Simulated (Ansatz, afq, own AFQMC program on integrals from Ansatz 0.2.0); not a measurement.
## Where AFQMC and coupled cluster stand for SiH$_{5}$, doublet

```xyz
6

H    -2.4343    0.0000    0.0000
H    -1.4993    0.0000    0.0000
Si    0.0837    0.0000    0.0000
H     0.5337   -1.4163    0.0000
H     0.5337    0.7081   -1.2265
H     0.5337    0.7081    1.2265
```

Basis cc-pVTZ. Only valence electrons are correlated. AFQMC by an in-house program on the Cholesky factors that Ansatz 0.2.0 writes for its CCSD(T) run. The CISD trial takes its coefficients from CCSD amplitudes. Released means that phaseless walkers are propagated on without the constraint, phases kept. Uncertainties: one standard error, sampling alone.

Determinant: UHF, the one that the program's search chose, which needn't be the lowest solution. The geometry is a point of a scan.

No full CI on the walks' own integrals is used here; CCSDT(Q) serves as the reference and is uncertain by about the last step of the cluster series.

* T1 diagnostic: 0.0167
* weight of the determinant in the CISD state: 0.901
* ⟨S²⟩ of the determinant: 0.772
* size of the correlated space: 9 electrons in 99 orbitals

| level | correlation energy (eV) |
| --- | --- |
| MP2 | -4.2482 |
| CCSD | -5.1714 |
| CCSD(T) | -5.3003 |

**Question.** Estimate where phaseless AFQMC with a CISD trial lies against CCSD(T) on the same integrals.

**Answer.** 2.7 ± 0.2 kJ/mol below CCSD(T).

Reference: CCSDT(Q), correlation energy -5.330 eV. The released energy is read at 2.40 1/Eh (meV from the phaseless value at times in 1/Eh: -1 ± 3 at 0.24, -2.6 ± 2.2 at 0.51, 0 ± 3 at 0.99, -3 ± 4 at 1.62, -1 ± 4 at 2.40).

```
         level  E − E(reference) (kJ/mol)  share of correlation (%)
       CCSD(T)                        2.9                     99.44
         CCSDT                        0.4                     99.93
 ph-AFQMC/CISD                  0.1 ± 0.2                     99.97
released AFQMC                  0.0 ± 0.4                    100.00
```

A walk keeps the symmetry of its determinant, which the program's search chose and which needn't be the lowest solution, so a lower state of the same spin and another symmetry isn't excluded. Released energies are given only where the last usable release times agree within the noise; a slower fall can still hide under it.
